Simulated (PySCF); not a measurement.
## Stretching SF

Set-up: basis S def2-SVP, F def2-SVP; no relativity; PySCF 2.14. Energies in eV from S + F in their ground configurations at the same level. State: ²Π (doublet), unpaired electrons π ↑.

All columns are B3LYP. A positive dipole means S(−)F(+).

```json
{"R (Å)": "1.393", "E (eV)": "-2.141", "μ (D)": "0.00", "Mulliken charge on S (basis-dependent)": "0.18", "HOMO (eV)": "-5.87", "LUMO (eV)": "-3.69", "Mayer bond order": "1.10", "⟨S²⟩": "0.75"}
{"R (Å)": "1.458", "E (eV)": "-2.880", "μ (D)": "-0.34", "Mulliken charge on S (basis-dependent)": "0.23", "HOMO (eV)": "-6.15", "LUMO (eV)": "-3.97", "Mayer bond order": "1.06", "⟨S²⟩": "0.75"}
{"R (Å)": "1.523", "E (eV)": "-3.294", "μ (D)": "-0.66", "Mulliken charge on S (basis-dependent)": "0.26", "HOMO (eV)": "-6.41", "LUMO (eV)": "-4.23", "Mayer bond order": "1.03", "⟨S²⟩": "0.75"}
{"R (Å)": "1.571", "E (eV)": "-3.449", "μ (D)": "-0.88", "Mulliken charge on S (basis-dependent)": "0.28", "HOMO (eV)": "-6.59", "LUMO (eV)": "-4.41", "Mayer bond order": "1.02", "⟨S²⟩": "0.75"}
{"R (Å)": "1.620", "E (eV)": "-3.504", "μ (D)": "-1.09", "Mulliken charge on S (basis-dependent)": "0.30", "HOMO (eV)": "-6.75", "LUMO (eV)": "-4.57", "Mayer bond order": "1.01", "⟨S²⟩": "0.75"}
{"R (Å)": "1.669", "E (eV)": "-3.482", "μ (D)": "-1.29", "Mulliken charge on S (basis-dependent)": "0.31", "HOMO (eV)": "-6.91", "LUMO (eV)": "-4.73", "Mayer bond order": "1.00", "⟨S²⟩": "0.75"}
{"R (Å)": "1.733", "E (eV)": "-3.365", "μ (D)": "-1.53", "Mulliken charge on S (basis-dependent)": "0.32", "HOMO (eV)": "-7.10", "LUMO (eV)": "-4.92", "Mayer bond order": "1.00", "⟨S²⟩": "0.75"}
{"R (Å)": "1.814", "E (eV)": "-3.124", "μ (D)": "-1.80", "Mulliken charge on S (basis-dependent)": "0.32", "HOMO (eV)": "-7.31", "LUMO (eV)": "-5.12", "Mayer bond order": "1.00", "⟨S²⟩": "0.75"}
{"R (Å)": "1.912", "E (eV)": "-2.754", "μ (D)": "-2.09", "Mulliken charge on S (basis-dependent)": "0.31", "HOMO (eV)": "-7.53", "LUMO (eV)": "-5.34", "Mayer bond order": "1.00", "⟨S²⟩": "0.75"}
{"R (Å)": "2.041", "E (eV)": "-2.207", "μ (D)": "-2.42", "Mulliken charge on S (basis-dependent)": "0.30", "HOMO (eV)": "-7.76", "LUMO (eV)": "-5.56", "Mayer bond order": "0.99", "⟨S²⟩": "0.76"}
```

A fit through these points gives, at Re = 1.628 Å, μ = -1.12 D and dμ/dR = -4.11 D/Å; the reduced mass is 11.92 u.

Task: How strong is the fundamental in the double-harmonic approximation, I = 42.26·(dμ/dR)²/μred km/mol?

Result: I = 42.26·(-4.11)²/11.92 = 59.9 km/mol at B3LYP.

The state is the lowest determinant that a PBE0 search found; another state may lie lower at other levels.
